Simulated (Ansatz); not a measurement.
## bcc Na

Method: PBE-D3(BJ) in Ansatz (PAW).

Settings: plane-wave cutoff 520 eV, 18×18×18 k mesh, Fermi–Dirac smearing 0.05 eV, scalar-relativistic PAW data made under PBE.

Cell: relaxed at this level.

```yaml
volume_per_atom: 33.98 Å³/atom
bulk_modulus: 8.90 GPa
lattice_parameter_a: 4.081 Å
band_gap: zero (no gap)
pressure derivative B′ of the bulk modulus: 3.6
```

Measured, for comparison: equilibrium volume per atom 37.42 Å³/atom (static lattice: zero-point anharmonic expansion removed; as tabulated in Mejia-Rodriguez and Trickey (2018), arXiv:1807.09216); bulk modulus 7.9 GPa (0 K value with the zero-point phonon effect removed, our sources range from 7.63 to 7.91; as tabulated in Mejia-Rodriguez and Trickey (2018), arXiv:1807.09216); lattice constant a 4.214 Å (static lattice: zero-point anharmonic expansion removed, our sources range from 4.207 to 4.214; as tabulated in Mejia-Rodriguez and Trickey (2018), arXiv:1807.09216). Computed (rounded) less measured: equilibrium volume per atom -9.2 %, bulk modulus +13 % (+13 % to +17 % over the range), lattice constant a -3.2 % (-3.0 % to -3.2 % over the range).

Static lattice: no zero-point or thermal effects.

Ansatz is a quantum-chemistry and plane-wave program.
